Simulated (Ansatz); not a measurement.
# doublet HCl+: levels of theory compared

Aim: a comparison of 6 runs (UHF/3-21G, UHF/def2-TZVPPD, UB3LYP/6-31G*, UBLYP/def2-TZVPPD, USVWN5/def2-TZVPPD, UMP2/def2-TZVPPD) of doublet HCl+. 

The results are computed with Ansatz 0.2.0.

15 further runs of the same task are left out: 15 set aside as unsound or not needed.

### Step 1. The molecule

The species is HCl+ (2 atoms), meant as a doublet with charge +1. SMILES of the parent species: `Cl`. The coordinates come from a PBE0-D4/def2-TZVP relaxation. That shape belongs to the parent species and isn't relaxed for this state.

Bond lengths: Cl1–H2 1.279 Å.

### Step 2. A single-point energy at UHF/3-21G (run 1)

File run.yaml:

```yaml
basis:
  gaussian:
    orbitals: 3-21G.json
crystal:
  periodic: [false, false, false]
  atoms:
    - {symbol: Cl, position_ang: [0.546000, -0.178500, 0.280800]}
    - {symbol: H, position_ang: [-0.546000, 0.178500, -0.280800]}
total_charge: 1
magnetization:
  spin_polarized: true
  initial_magnetization: 1
hamiltonian:
  xc: hf
accuracy: high
output:
  orbitals: {seedname: orbitals}
```

The basis set 3-21G is read from a file made from the Basis Set Exchange's data (not shown).

Started as:

```bash
$ ansatz run run.yaml --threads 1 --pin off --max-ram 2610MiB --events-out events.jsonl --progress --plain --runs-dir runs
```

The program printed:

```text
Warning: RAYON_NUM_THREADS=1 ignored (pool sized by the plan → 1); use --threads N
Functional definition: HF
  name "HF"
  exchange = exact_x
  correlation = 0
258 factors; integrals over basis functions are off by at most 3.1e-9 eV
mean field evaluation 1: about -12446.9955 eV, gradient 7.9e0 eV
mean field evaluation 2: about -12446.9977 eV, gradient 7.8e0 eV
mean field evaluation 4: about -12447.3843 eV, gradient 3.3e-1 eV
mean field evaluation 8: about -12447.3854 eV, gradient 7.3e-7 eV
mean field evaluation 16: about -12447.3854 eV, gradient 1.2e-8 eV
mean field -12447.38541393 eV, -457.4329768212 hartree, gradient 1.2e-8 eV, S^2 0.752506; 0 other end points of the search recorded, 0 dependent functions left out
reference -12447.38541393 eV, -457.4329768212 hartree; 9, 8 occupied and 6, 7 virtual orbitals, 258 factors
Total energy: -12447.38541393 eV, -457.4329768212 hartree
```

Wall time 0.08 s (1 thread of Intel Xeon 6975P-C (Granite Rapids), shared host).

### Step 3. A single-point energy at UHF/def2-TZVPPD (run 2)

File job.yaml:

```yaml
basis:
  gaussian:
    orbitals: def2-TZVPPD.json
crystal:
  periodic: [false, false, false]
  atoms:
    - symbol: Cl
      position_ang: [0.546000, -0.178500, 0.280800]
    - symbol: H
      position_ang: [-0.546000, 0.178500, -0.280800]
hamiltonian:
  xc: hf
output: {orbitals: {seedname: orbitals}}
accuracy: high
magnetization:
  spin_polarized: true
  initial_magnetization: 1
total_charge: 1
```

The basis set def2-TZVPPD is read from a file made from the Basis Set Exchange's data (not shown).

Started as:

```bash
$ ansatz run job.yaml --threads 1 --pin off --max-ram 2610MiB --events-out events.jsonl --progress --plain --runs-dir runs
```

The program printed:

```text
Warning: RAYON_NUM_THREADS=1 ignored (pool sized by the plan → 1); use --threads N
Functional definition: HF
  name "HF"
  exchange = exact_x
  correlation = 0
849 factors; integrals over basis functions are off by at most 3.7e-9 eV
mean field evaluation 1: about -12507.8859 eV, gradient 1.0e1 eV
mean field evaluation 2: about -12507.8901 eV, gradient 1.0e1 eV
mean field evaluation 4: about -12508.4201 eV, gradient 1.2e0 eV
mean field evaluation 8: about -12508.4332 eV, gradient 1.9e-4 eV
mean field evaluation 16: about -12508.4332 eV, gradient 4.1e-8 eV
mean field -12508.43318484 eV, -459.6764410224 hartree, gradient 4.1e-8 eV, S^2 0.761862; 0 other end points of the search recorded, 0 dependent functions left out
reference -12508.43318484 eV, -459.6764410224 hartree; 9, 8 occupied and 59, 60 virtual orbitals, 849 factors
Total energy: -12508.43318484 eV, -459.6764410224 hartree
```

It took 0.44 s on 1 thread of Intel Xeon 6975P-C (Granite Rapids), shared host; peak memory 0.11 GiB.

Runs 3 to 5 aren't shown in full; the table further down has their settings and results.

### Step 4. A single-point energy at UMP2/def2-TZVPPD (run 6)

File input.yaml:

```yaml
crystal:
  periodic: [false, false, false]
  atoms:
    - {symbol: Cl, position_ang: [0.546000, -0.178500, 0.280800]}
    - {symbol: H, position_ang: [-0.546000, 0.178500, -0.280800]}
basis:
  gaussian:
    orbitals: def2-TZVPPD.json
magnetization:
  spin_polarized: true
  initial_magnetization: 1
correlation:
  method: mp2
  frozen_orbitals: {Cl: 5, H: 0}
accuracy: high
total_charge: 1
```

The basis set def2-TZVPPD is read from a file made from the Basis Set Exchange's data (not shown).

Started as:

```bash
$ ansatz run input.yaml --threads 1 --pin off --max-ram 2610MiB --events-out events.jsonl --progress --plain --runs-dir runs
```

The program printed:

```text
Warning: RAYON_NUM_THREADS=1 ignored (pool sized by the plan → 1); use --threads N
Functional definition: HF
  name "HF"
  exchange = exact_x
  correlation = 0
849 factors; integrals over basis functions are off by at most 3.7e-9 eV
mean field evaluation 1: about -12507.8859 eV, gradient 1.0e1 eV
mean field evaluation 2: about -12507.8901 eV, gradient 1.0e1 eV
mean field evaluation 4: about -12508.4201 eV, gradient 1.2e0 eV
mean field evaluation 8: about -12508.4332 eV, gradient 1.9e-4 eV
mean field evaluation 16: about -12508.4330 eV, gradient 3.4e-3 eV
mean field -12508.43318484 eV, -459.6764410224 hartree, gradient 4.1e-8 eV, S^2 0.761862; 2 other end points of the search recorded, 0 dependent functions left out
5 core orbitals not correlated: weight in the atoms' cores, before any rotation towards them, 1.000 or more for the frozen orbitals, at most 0.000 for the correlated occupied ones
reference -12508.43318484 eV, -459.6764410224 hartree; 4, 3 occupied and 59, 60 virtual orbitals, 849 factors
second order -4.39568889 eV of doubles, -0.00000000 eV of singles
Total energy: -12512.82887373 eV, -459.8379796096 hartree
```

It took 0.56 s on 1 thread of Intel Xeon 6975P-C (Granite Rapids), shared host; peak memory 0.12 GiB.

### Step 5. All runs side by side

```tsv
run	level	frozen core orbitals	energy (Eh)	HOMO energy (eV)	LUMO energy (eV)	⟨S²⟩	wall time
1	UHF/3-21G	–	-457.432977	-23.03	-10.82	0.753	0.08 s
2	UHF/def2-TZVPPD	–	-459.676441	-23.04	-10.29	0.762	0.44 s
3	UB3LYP/6-31G* (spherical functions)	–	-460.323939	-19.06	-16.44	0.752	0.54 s
4	UBLYP/def2-TZVPPD	–	-460.352277	-17.72	-17.40	0.753	1.8 s
5	USVWN5/def2-TZVPPD	–	-458.844142	-17.88	–	0.752	1.2 s
6	UMP2/def2-TZVPPD	5	-459.837980	–	–	0.762	0.56 s
```

### Step 6. Summary of results

| quantity | value |
| --- | --- |
| run 6: total energy | -459.83798 Eh |
| run 6: correlation energy (5 core orbitals frozen) | -161.5 mEh |
| run 6: ⟨S²⟩ of the reference determinant | 0.762 |

Totals of different functionals can't be ranked against each other. All runs together took 4.6 s, the longest 1.8 s.
